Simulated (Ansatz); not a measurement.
System (SMILES): S (H2S).
Geometry (B3LYP-D3(BJ)/def2-TZVP, fixed):
```
S
H 1 1.3426
H 1 1.3426 2 92.55
```

How fast the dipole moment converges with the basis for several methods (Ansatz, a first-principles code): deviation from each method's own reference, in D. References: CCSD(T) 0.974 D, the value in aug-pcseg-3; HF 1.066 D, the value in aug-pcseg-3; MP2 0.991 D, the value in aug-pcseg-3; PBE 0.968 D, the value in aug-pcseg-3; PBE0 1.012 D, the value in aug-pcseg-3. All functions are spherical. In correlated methods cores are frozen. No added dispersion term, no relativity. The reference of a correlated method is not its basis-set limit, which lies further on.

```tsv
basis	functions	CCSD(T)	HF	MP2	PBE	PBE0
pcseg-0	17	0.968	1.012	0.990	1.056	1.092
def2-SV(P)	22	0.401	0.298	0.453	0.383	0.388
aug-cc-pV(D+d)Z	50	0.011	0.040	0.043	0.033	0.035
6-311++G(2d,2p)	55	0.072	0.080	0.116	0.135	0.120
pcseg-2	62	0.145	0.154	0.184	0.241	0.224
def2-TZVPD	64	0.016	0.009	0.030	0.011	0.011
pcseg-3	130	0.026	0.016	0.030	0.046	0.037
def2-QZVPPD	145	0.010	0.004	0.008	0.001	0.002
```

Mean absolute deviation over 6-311++G(2d,2p), pcseg-2, def2-TZVPD: CCSD(T) 0.077, HF 0.081, MP2 0.110, PBE0 0.118, PBE 0.129 D.
